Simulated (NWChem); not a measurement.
# nitrogen (N2); SMILES N#N

Program: NWChem. Pople sets run with spherical d functions. All runs use the structure optimised with PBE0-D3(BJ)/def2-TZVP. Level TPSS/6-31G*: single points from the atomic guess with DIIS by default; each run changes one setting, and all converged runs end within 0.3 mHa of each other. NWChem's automatic level shift, which a small gap switches on, acted in some of these runs.

| setting | SCF iterations |
|---|---|
| defaults | 5 |
| level shift of 0.5 Ha throughout | 8 |
| occupation smearing of 0.005 Ha | 5 |
| DIIS on 3 Fock matrices | 6 |
| core-Hamiltonian guess | 11 |
| no DIIS, 40 % damping | 13 |
